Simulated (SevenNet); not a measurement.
Diamond-structure Si

Computed with the machine-learned potential SevenNet-l3i5 (trained on PBE and PBE+U data).

Cell: relaxed at this level.

```yaml
lattice_constant_a: 5.467 Å
equilibrium_volume_per_atom: 20.42 Å³/atom
vacancy_formation_energy: 2.19 eV
```

Measured, for comparison: lattice constant a 5.421 Å, equilibrium volume per atom 19.91 Å³/atom (static lattice: zero-point anharmonic expansion removed; as tabulated in Mejia-Rodriguez and Trickey (2018), arXiv:1807.09216); vacancy formation energy 3.6 eV (not corrected to a static lattice, monovacancy; as tabulated in Garrity and Choudhary (2023), arXiv:2112.11585). Computed (rounded) less measured: lattice constant a +0.8 %, equilibrium volume per atom +2.6 %, vacancy formation energy -1.41 eV.

A machine-learned potential is trained on density-functional data: it inherits that level's misses and adds fitting errors of its own.
